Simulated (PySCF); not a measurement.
(H3Si)2NH.
Bonds: Si1–N5, N5–Si6. Hydrogens: H2, H3, H4 on Si1; H10 on N5; H7, H8, H9 on Si6.

Method used: PySCF, PBE0-D3(BJ)/def2-SVP geometry optimisation, gas phase.

List the bond lengths and angles at this level.

| bond | length (bohr) |
| --- | --- |
| Si1–H2 and 5 like bonds | 2.826 |
| Si1–N5, N5–Si6 | 3.290 |
| N5–H10 | 1.923 |

Bonds in one row agree within 0.02 bohr and their mean is given. A selection of angles:
| angle | degrees |
| --- | --- |
| H2–Si1–H3 | 109.7 |
| H2–Si1–H4 | 107.0 |
| H2–Si1–N5 | 111.2 |
| H3–Si1–N5 | 107.3 |
| H4–Si1–N5 | 112.8 |
| Si1–N5–Si6 | 129.3 |
| Si1–N5–H10 | 115.3 |

N5 (nitrogen bonded to 2 Si and H) is planar (angles 129.3°, 115.3° and 115.2°, sum 359.9°, 0.03 Å off the plane of its three neighbours). Si1 (silicon bonded to N and 3 H) is tetrahedral (angles from 107.0° to 112.8°).

Point group: Cs (tolerance 0.08 Å). Whether it is a minimum is left open (no frequencies).
